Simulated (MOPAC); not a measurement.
MOPAC input (PM7):

```
PM7 FORCE THERMO(298,298) PRECISE LET UHF MS=0.5 GEO-OK AUX(PRECISION=9) THREADS=1
NO

N    -0.00000000 1   -0.00000000 1   -0.60559825 1
O    -0.00000000 1   -0.00000000 1    0.52926992 1
```

Which zero-point energy does it print?

2.96 kcal/mol, from the harmonic wavenumbers of PM7.
